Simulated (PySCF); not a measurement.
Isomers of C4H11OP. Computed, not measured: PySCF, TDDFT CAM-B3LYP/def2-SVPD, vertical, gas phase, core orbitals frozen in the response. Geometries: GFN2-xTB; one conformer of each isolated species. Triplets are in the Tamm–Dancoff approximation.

A. `CCP(C)(C)=O`
B. `CPCCCO`
C. `COCPCC`
D. `C([PH](CC)=O)C`

Lowest singlet levels (six at most, fewer where fewer were computed) with oscillator strengths:

1. 167 nm (f 0.015); 166 nm (f 0.006); 165 nm (f 0.002); 160 nm (f 0.015); 157 nm (f 0.013); 156 nm (f 0.025); T1 7.09 eV
2. 216 nm (f 0.020); 199 nm (f 0.051); 190 nm (f 0.018); 181 nm (f 0.144); 177 nm (f 0.047); 169 nm (f 0.020); T1 5.18 eV
3. 191 nm (f 0.070); 187 nm (f 0.062); 172 nm (f 0.035); 168 nm (f 0.078); 163 nm (f 0.034); 157 nm (f 0.062); T1 5.42 eV
4. 171 nm (f 0.036); 170 nm (f 0.041); 154 nm (f 0.006); 152 nm (f 0.003); 151 nm (f 0.003); 149 nm (f 0.003); T1 7.07 eV

**Question.** Match each spectrum to its molecule.

**Answer.** 1 = D, 2 = B, 3 = C, 4 = A.
- A: S1 at 7.25 eV, HOMO→LUMO (89%); Löwdin shares by element: HOMO oxygen 57%, carbon 19% or more, phosphorus 14%; LUMO carbon 37% or more, hydrogen 10% or more (atoms not listed hold the other 54%); HOMO -8.91 and LUMO 1.01 eV.
- B: S1 at 5.73 eV, HOMO→LUMO (90%); Löwdin shares by element: HOMO phosphorus 56%, carbon 17% or more, oxygen 10% (atoms not listed hold the other 17%); LUMO hydrogen 22% or more, oxygen 17%, carbon 12% or more (atoms not listed hold the other 49%); HOMO -7.46 and LUMO 0.99 eV.
- C: S1 at 6.50 eV, HOMO→LUMO (58%), HOMO→LUMO+2 (28%); Löwdin shares by element: HOMO phosphorus 61%, carbon 23% or more, hydrogen 6% or more; LUMO carbon 36% or more, phosphorus 10%, hydrogen 9% or more (atoms not listed hold the other 45%); HOMO -8.17 and LUMO 1.28 eV.
- D: S1 at 7.40 eV, HOMO→LUMO+1 (35%), HOMO→LUMO+3 (32%), HOMO→LUMO+4 (10%); Löwdin shares by element: HOMO oxygen 56%, carbon 19% or more, phosphorus 14%; LUMO carbon 36% or more, hydrogen 18% or more (atoms not listed hold the other 46%); HOMO -8.99 and LUMO 1.15 eV.
